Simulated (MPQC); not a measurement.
# PH2F (SMILES FP), run twice

Wanted: a single-point energy of PH2F, G96 exchange only/pc-0.

Program for the calculation: MPQC 2.3.1.

2 further runs of the same task are left out: 2 set aside as unsound or not needed.

## 1. The system as given

PH2F has 4 atoms, charge 0, and is taken as a singlet. As SMILES, `FP`. Geometry: relaxed at GFN2-xTB.

Bond lengths: F1–P2 1.632 Å, P2–H3 1.406 Å, P2–H4 1.406 Å. Angles: F1–P2–H3 93.5°, F1–P2–H4 93.5°, H3–P2–H4 91.6°.

## 2. First attempt

Input file input.in:

```
molecule<Molecule>: (
    symmetry = auto
    unit = angstrom
    { atoms geometry } = {
        F  [ 1.160540 0.668850 -0.222660 ]
        P  [ -0.072030 -0.369080 -0.479670 ]
        H  [ -1.053910 0.574260 -0.129560 ]
        H  [ -0.034600 -0.874030 0.831900 ]
    }
)
basis<GaussianBasisSet>: (
    name = "pc-0"
    molecule = $:molecule
)
mpqc: (
    checkpoint = no
    savestate = no
    restart = no
    do_energy = yes
    do_gradient = no
    optimize = no
    mole<CLKS>: (
        molecule = $:molecule
        basis = $:basis
        total_charge = 1
        memory = 1000000000
        print_evals = yes
        print_npa = yes
        maxiter = 97
        functional<StdDenFunctional>: ( name = "HFG96" )
        integrator<RadialAngularIntegrator>: ( grid = medium )
        guess_wavefunction<CLHF>: (
            molecule = $:molecule
            total_charge = 1
            memory = 1000000000
            value_accuracy = 1e-3
            basis<GaussianBasisSet>: (
                name = "STO-2G"
                molecule = $:molecule
            )
        )
    )
)
```

On the command line:

```console
$ mpqc input.in > input.out
```

Standard output:

```text
MPQC: Massively Parallel Quantum Chemistry
[...]
      CLSCF::init: Warning, there's a leftover electron.
        total_charge = 1
[...]
  CLSCF::init: Warning, there's a leftover electron.
    total_charge = 1
[...]
  Integrated electron density error = -0.000039448140
  iter     8 energy = -439.8118243403 delta = 8.97455e-04
  Integrated electron density error = -0.000039399075
  iter     9 energy = -439.8118245021 delta = 1.80323e-04
  Integrated electron density error = -0.000039420743
  iter    10 energy = -439.8118248139 delta = 7.78238e-05
  Integrated electron density error = -0.000039420970
  iter    11 energy = -439.8118248151 delta = 1.93194e-06
[...]
  LUMO is    13   A =  -0.870712
  total scf energy = -439.8118248151
Value of the MolecularEnergy: -439.8118248151
[...]
        symmetry = c1
[...]
```

Run time: 2.6 s. Hardware: 1 thread of Intel Xeon at 2.50GHz (Skylake/Cascade Lake), shared host.

## 3. What went wrong

It ran to the end. The result can't be trusted all the same.

What is wrong: the charge typed isn't that of the species meant. To mend it: charge 0 in place of 1. That is the species meant; for the charge typed, the multiplicity would have to change.

## 4. Try two

Input file run.in:

```
% FH2P
molecule<Molecule>: (
  symmetry = auto
  unit = angstrom
  { atoms geometry } = {
    F  [ 1.160540       0.668850      -0.222660 ]
    P  [ -0.072030      -0.369080      -0.479670 ]
    H  [ -1.053910       0.574260      -0.129560 ]
    H  [ -0.034600      -0.874030       0.831900 ]
  }
)
basis<GaussianBasisSet>: (
  name = "pc-0"
  molecule = $:molecule
)
mpqc: (
  checkpoint = no
  savestate = no
  restart = no
  do_energy = yes
  do_gradient = no
  optimize = no
  mole<CLKS>: (
    molecule = $:molecule
    basis = $:basis
    total_charge = 0
    memory = 1000000000
    print_evals = yes
    print_npa = yes
    maxiter = 60
    functional<StdDenFunctional>: ( name = "HFG96" )
    integrator<RadialAngularIntegrator>: ( grid = medium )
    guess_wavefunction<CLHF>: (
      molecule = $:molecule
      total_charge = 0
      memory = 1000000000
      value_accuracy = 1e-3
      basis<GaussianBasisSet>: (
        name = "STO-2G"
        molecule = $:molecule
      )
    )
  )
)
```

On the command line:

```console
$ mpqc -o run.out run.in
```

Standard output:

```text
MPQC: Massively Parallel Quantum Chemistry
[...]
  Integrated electron density error = -0.001328470424
  iter     1 energy = -439.9777745006 delta = 3.41784e-01
  Integrated electron density error = -0.000070847308
  iter     2 energy = -440.8326991329 delta = 6.61415e-02
[...]
  Integrated electron density error = -0.000028601418
  iter     7 energy = -440.8662218635 delta = 3.88950e-04
  Integrated electron density error = -0.000028604463
  iter     8 energy = -440.8662227373 delta = 1.16892e-04
  Integrated electron density error = -0.000028604566
  iter     9 energy = -440.8662227407 delta = 8.54013e-06
  Integrated electron density error = -0.000028604464
  iter    10 energy = -440.8662227408 delta = 2.04058e-06
[...]
  LUMO is    14   A =   0.018891
  total scf energy = -440.8662227408
Value of the MolecularEnergy: -440.8662227408
[...]
        symmetry = c1
[...]
```

Run time: 2.4 s. Hardware: 1 thread of Intel Xeon at 2.50GHz (Skylake/Cascade Lake), shared host.

## 5. Results

At G96 exchange only/pc-0:

```
     quantity          value
 total energy  -440.86622 Eh
  HOMO energy       -5.10 eV
  LUMO energy        0.51 eV
HOMO–LUMO gap        5.61 eV
```
